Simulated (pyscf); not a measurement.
Structures and frequencies: ωB97X-D3(BJ)/def2-SVP in PySCF.

### Question
PBE/def2-TZVP puts the barrier of H₂B–CH₃ + water (H₂O) -> H₃C–BH–OH + hydrogen (H₂) (four-centre exchange; singlet surface; B–H, H–O broken, B–O, H–H formed) at 3.3 kcal/mol and the reaction energy at -32.5 kcal/mol, from the separated reactants. What do r²SCAN/def2-TZVP, M06-2X/def2-TZVP, ωB97M-D3(BJ)/def2-TZVP give on the same structures?

### Answer
r²SCAN: ΔE‡ = 5.2 kcal/mol, ΔE = -33.3 kcal/mol; M06-2X: ΔE‡ = 9.7 kcal/mol, ΔE = -33.3 kcal/mol; ωB97M-D3(BJ): ΔE‡ = 9.8 kcal/mol, ΔE = -31.8 kcal/mol. PBE's barrier lies under all of them, by 1.9 to 6.5 kcal/mol. Its reaction energy lies among theirs. On the reactant side the descent ends in an adduct with a B–O contact, 11.8 kcal/mol under the separated species and 22.2 kcal/mol under the saddle at ωB97X-D3(BJ)/def2-TZVP. What is counted as formed (B–O) is already present as a longer contact in the reactant adduct; forming that adduct is a step of its own. At the saddle there is also a short B–H contact that neither side keeps. This is the saddle that the search found; another between the same sides may lie lower.
